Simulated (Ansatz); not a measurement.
# AlNP: the cost of one run

Computed with Ansatz 0.2.0, Gaussian basis. Level: def2-QZVPP, core rule «outside noble gas», up to 11 orbitals frozen.

Plan: UHF; ROHF; CCSD(T) on UHF.

2 further runs of the same task are left out: 2 set aside as unsound or not needed.

## 1. The system

The geometry is a PBE0/def2-TZVP stationary point (not a proven minimum) of the parent state, kept for this charge and spin.

3 atoms, charge 0, spin multiplicity 4.

Atoms are counted from 1 here; the program's logs count them from 0.

Bond lengths: Al1–N3 1.822 Å, P2–N3 1.528 Å. Angles: Al1–N3–P2 180.0°.

## 2. UHF

Input file in.yaml:

```yaml
crystal:
  periodic: [false, false, false]
  atoms:
    - {symbol: Al, position_ang: [0.000000, 0.000000, 1.723793]}
    - {symbol: P, position_ang: [0.000000, 0.000000, -1.626028]}
    - {symbol: N, position_ang: [0.000000, 0.000000, -0.097765]}
basis:
  gaussian: {orbitals: "def2-QZVPP.json"}
magnetization: {spin_polarized: true, initial_magnetization: 3}
hamiltonian: {xc: hf}
output: {orbitals: {seedname: orbitals}}
```

On the command line:

```bash
$ ansatz run in.yaml --threads 1 --pin off --events-out ev --progress --plain --max-ram 2393MiB
```

**Question.** How long does this run take on 1 thread of Arm Neoverse V1, shared host, and how much memory does it need?

About 60 s, with a peak of 0.56 GiB.
